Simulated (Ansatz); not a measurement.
Basis-set extrapolation for `NN[SiH3]` (PBE0-D4/def2-TZVP geometry, frozen core, Ansatz 0.2.0). Multiplicity 1, RHF reference.

```json
{"": "HF", "def2-TZVPP": "-401.356295", "def2-QZVPP": "-401.371372"}
{"": "MP2 correlation", "def2-TZVPP": "-0.558356", "def2-QZVPP": "-0.598854"}
{"": "CCSD(T) correlation", "def2-TZVPP": "-0.615506", "def2-QZVPP": "not run"}
```

Energies in hartree. Use E(X) = E(∞) + A·exp(−7.88·√X) for Hartree–Fock and E(X) = E(∞) + B·X^(−2.97) for correlation, with X = 3 and 4, and add CCSD(T) minus MP2 of the smaller set to the MP2 limit.

What is the CCSD(T) energy at the basis-set limit?

HF limit: -401.371372 + (-0.015077) × 0.13774 = -401.37345. MP2 limit: -0.598854 + (-0.040498) × 0.74074 = -0.62885. Higher-order term: -0.615506 − (-0.558356) = -0.05715. Total: -402.05945 hartree, 230.1 kJ/mol below CCSD(T)/def2-TZVPP.
